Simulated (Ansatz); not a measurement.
# CH4OS (SMILES OCS): single points off equilibrium

An exercise on one series of results from a longer session: the logs are not shown, and one member is left open.

The runs use Ansatz 0.2.0, Gaussian basis; single points in def2-TZVPP.

Cores are frozen in the correlated methods.

## The starting structure

7 atoms, charge 0, spin multiplicity 1.

Atoms are counted from 1 here; the program's logs count them from 0.

Bond lengths: O1–C2 1.371 Å, O1–H4 0.959 Å, C2–S3 1.857 Å, C2–H5 1.118 Å, C2–H6 1.116 Å, S3–H7 1.339 Å. Angles: C2–O1–H4 109.0°, O1–C2–S3 113.7°, O1–C2–H5 111.9°, O1–C2–H6 108.6°, S3–C2–H5 104.7°, S3–C2–H6 108.0°, H5–C2–H6 109.8°, C2–S3–H7 94.8°.

Coordinates:

```mol
CH4OS
  3D, bonds by distance, orders not assigned

  7  6  0  0  0  0  0  0  0  0999 V2000
   -1.1729   -0.4524   -0.1268 O   0  0
   -0.1612    0.4689   -0.0360 C   0  0
    1.5334   -0.2883    0.0172 S   0  0
   -1.0793   -0.9382   -0.9482 H   0  0
   -0.1386    1.1531   -0.9203 H   0  0
   -0.3032    1.0625    0.8982 H   0  0
    1.3157   -0.9719    1.1472 H   0  0
  1  2  8  0
  1  4  8  0
  2  3  8  0
  2  5  8  0
  2  6  8  0
  3  7  8  0
M  END
```

Set-up of the first run:

File run/in.yaml:

```yaml
crystal:
  periodic: [false, false, false]
  atoms:
    - {symbol: O, position_ang: [-1.172900, -0.452400, -0.126800]}
    - {symbol: C, position_ang: [-0.161200, 0.468900, -0.036000]}
    - {symbol: S, position_ang: [1.533400, -0.288300, 0.017200]}
    - {symbol: H, position_ang: [-1.079300, -0.938200, -0.948200]}
    - {symbol: H, position_ang: [-0.138600, 1.153100, -0.920300]}
    - {symbol: H, position_ang: [-0.303200, 1.062500, 0.898200]}
    - {symbol: H, position_ang: [1.315700, -0.971900, 1.147200]}
basis:
  gaussian: {orbitals: def2-TZVPP}
correlation: {method: ccsd_t}
output: {forces: true}
```

The command line of these runs was not kept.

Among the steps run: CCSD(T)/def2-TZVPP; PBE0-D4/def2-TZVPP; wB97M-V/def2-TZVPP; r2SCAN-D4/def2-TZVPP; PBE-D4/def2-TZVPP; B97M-V/def2-TZVPP; SPW92/def2-TZVPP.

One of the session's tables, all rows but one given; the rest of the session is left out.

| method | RMS force component (eV/Å) | angle to CCSD(T) forces (°) | dipole (D) |
| --- | --- | --- | --- |
| CCSD(T) | 0.518 | reference | 0.70 |
| PBE0-D4 | 0.402 | 15.2 | 0.77 |
| wB97M-V | 0.490 | 8.0 | 0.73 |
| r2SCAN-D4 | 0.439 | 9.3 | 0.82 |
| PBE-D4 | ? | ? | ? |
| B97M-V | 0.462 | 14.8 | 0.77 |
| SPW92 | 0.384 | 52.3 | 0.76 |

Estimate the missing values for PBE-D4.

**Answer.** RMS force component (eV/Å): 0.464; angle to CCSD(T) forces (°): 28.2; dipole (D): 0.78. In the column «RMS force component (eV/Å)» it lies between B97M-V (0.462) and wB97M-V (0.490).
